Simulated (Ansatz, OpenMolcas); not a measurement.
# How methods differ on SiH3O (SMILES O[SiH2])

SiH3O has 5 atoms, charge 0, and is taken as a doublet. SMILES: `O[SiH2]`. The coordinates come from a GFN2-xTB relaxation. This is one conformer, not always the lowest.

Each level gives the vertical energy of the quartet above the doublet (eV). The values are calculated.

| level | kind | program | value (eV) | less FCI/STO-3G | CPU time (all runs) |
| --- | --- | --- | --- | --- | --- |
| U-revPBE/STO-3G | GGA | Ansatz | 9.59 | -0.12 | 3.3 s |
| UPBE/STO-3G | GGA | Ansatz | 9.61 | -0.10 | 3.2 s |
| U-r2SCAN/STO-3G | meta-GGA | OpenMolcas | 9.62 | -0.09 | 21 s |
| UPBE0/STO-3G | global hybrid | Ansatz | 9.61 | -0.10 | 3.6 s |
| UCAM-B3LYP/STO-3G | range-separated hybrid | Ansatz | 9.73 | +0.02 | 4.1 s |
| UHSE06/STO-3G | range-separated hybrid | Ansatz | 9.62 | -0.09 | 4.5 s |
| UB2PLYP/STO-3G | double hybrid | Ansatz | 9.73 | +0.02 | 4 s |
| CASSCF(3,3)/STO-3G | multireference | OpenMolcas | 9.51 | -0.20 | 4.3 s |
| FCI/STO-3G | exact in the basis | OpenMolcas | 9.71 | 0.00 | 32 s |

FCI/STO-3G is exact within its basis and frozen core, so for wave-function methods in that basis the difference is their error; functionals converge differently with the basis, so for them it is only a difference. The values span 9.51 to 9.73 eV. All rows use very small basis sets, so none should be taken for the real molecule's value. Times are those of the runs behind each value, whatever else they computed, on shared processors of several kinds: orders of magnitude only.
